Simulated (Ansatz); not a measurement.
Elements on the sites of an ideal bcc lattice, at a guessed lattice constant:

```xyz
16
Lattice="7.9534 0.0000 0.0000 0.0000 7.9534 0.0000 0.0000 0.0000 7.9534" Properties=species:S:1:pos:R:3 pbc="T T T"
Mg    0.0000    0.0000    0.0000
Mg    5.9650    5.9650    1.9883
Si    3.9767    0.0000    0.0000
Si    1.9883    1.9883    1.9883
Si    3.9767    0.0000    3.9767
Si    0.0000    3.9767    3.9767
Si    1.9883    5.9650    1.9883
Ca    0.0000    3.9767    0.0000
Ca    0.0000    0.0000    3.9767
Ca    3.9767    3.9767    0.0000
Ca    5.9650    1.9883    1.9883
Ca    1.9883    1.9883    5.9650
Ca    3.9767    3.9767    3.9767
Ca    5.9650    1.9883    5.9650
Ca    1.9883    5.9650    5.9650
Ca    5.9650    5.9650    5.9650
```

Cell and atoms were relaxed without symmetry on coarser meshes and computed once more. Level of theory: DFT PBE, scalar-relativistic, plane waves, PAW (Ansatz 0.2.0).

Cutoff 420 eV; k points 5×4×4 on the computed 16-atom cell (Γ-centred); Gaussian smearing, width 0.10 eV; no spin polarisation.

The relaxation ran on 2×2×2 (shifted) and then 3×3×3 k points with a smearing of 0.1 eV, from sites shaken by 0.02 Å.

Task: What does the relaxation give?

Result: A volume of 27.56 Å³/atom and no gap on the mesh. It lies 0.22 eV/atom below the elements' standard states (static lattices, no corrections for gases). The atoms leave their sites by 0.79 Å (root mean square) and 1.30 Å at most, and the cell stretches by up to 15.1 % at fixed volume, so the lattice hasn't survived.

```
Mg Si Ca
1.0
     7.39570   -0.21931   -0.13967
    -0.22282    6.82729   -0.07980
    -0.13896   -0.08218    8.74661
Mg Si Ca
2 5 9
Direct
  0.92386 0.98571 0.03592
  0.75059 0.73415 0.33095
  0.52398 0.01450 0.99205
  0.28347 0.17706 0.12517
  0.48576 0.94372 0.50225
  0.97362 0.46986 0.50692
  0.38837 0.85967 0.22270
  0.05893 0.52966 0.14300
  0.10757 0.03445 0.41378
  0.53597 0.53539 0.03127
  0.68516 0.20608 0.29577
  0.19508 0.26556 0.79004
  0.37012 0.51078 0.44245
  0.70532 0.22542 0.71869
  0.25348 0.78117 0.76559
  0.76220 0.73526 0.70718
```

Cost: 2 runs of about 9.7 core-minutes in all (earlier runs that led there not counted), on Intel Xeon Platinum 8259CL (Skylake/Cascade Lake) (shared hosts).